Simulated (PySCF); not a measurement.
Löwdin shares of the frontier orbitals

Species: dimethyl ether, C2H6O.
Geometry (GFN2-xTB, Å), atoms numbered from 1 in this order:
```
atom  x, y, z in Å
C1     1.1674    0.0556   -0.0372
O2    -0.0349    0.2563   -0.7330
C3    -1.1683   -0.0275    0.0448
H4     1.2714   -0.9880    0.2874
H5     1.2299    0.7046    0.8460
H6     1.9729    0.3024   -0.7256
H7    -1.1751   -1.0752    0.3728
H8    -2.0353    0.1604   -0.5850
H9    -1.2144    0.6174    0.9319
```

Method used: TDDFT CAM-B3LYP/def2-SVPD, vertical, gas phase, core orbitals frozen in the response (PySCF).

Kohn–Sham orbitals with the atoms that hold most of them (Löwdin shares over 4%, at most four atoms; ? is withheld):

```tsv
orbital	ε (eV)	atoms
HOMO-3	-12.68	C1 26%, C3 25%, H5 10%, H9 10%
HOMO-2	-12.16	C1 26%, C3 26%, H6 15%, H8 15%
HOMO-1	-10.59	?
HOMO	-8.93	O2 61%, C1 10%, C3 10%, H7 5%
LUMO	?	?
LUMO+1	2.15	C3 17%, C1 17%, O2 12%, H6 10%
LUMO+2	2.82	O2 43%, H8 9%, H6 9%, H7 7%
```

Task: Give the leading atoms of the LUMO.

Result: C1 (bonded to O and 3 H) 26%; C3 (bonded to O and 3 H) 26%; H4 (bonded to C) 8%; H5 (bonded to C) 8%. By element: carbon 52%, hydrogen 15% or more.

Task: Give the leading atoms of the HOMO-1.

Result: O2 (bonded to 2 C) 55%; C1 (bonded to O and 3 H) 13%; C3 (bonded to O and 3 H) 13%. By element: oxygen 55%, carbon 26%.

Task: What is the LUMO energy, and the HOMO–LUMO gap?

Result: ε(LUMO) = 1.40 eV; the gap is 10.33 eV (0.3798 hartree).

Task: The HOMO–LUMO gap is 10.33 eV. Where does the response calculation put the lowest singlet, and from which orbitals?

Result: S1 is at 7.10 eV (f = 0.025), 3.23 eV below the gap, made of HOMO→LUMO (91%). 

Task: Give energy, strength and leading configuration of S1, S2, S6 and S8, and follow the Löwdin shares of the leading atoms from the occupied to the empty orbital.

Result: 
- S1 (7.10 eV, f 0.025), HOMO→LUMO (91%): O2 61% → at most 8%, C1 10% → 26%, C3 10% → 26%
- S2 (8.14 eV, f 0.0000), HOMO→LUMO+1 (98%): O2 61% → 12%, C1 10% → 17%, C3 10% → 17%
- S6 (8.84 eV, f 0.035), HOMO-1→LUMO (76%): O2 55% → at most 8%, C1 13% → 26%, C3 13% → 26%
- S8 (9.72 eV, f 0.0002), HOMO-1→LUMO+1 (82%): O2 55% → 12%, C1 13% → 17%, C3 13% → 17%

Löwdin shares depend on the basis, the more so with diffuse functions.
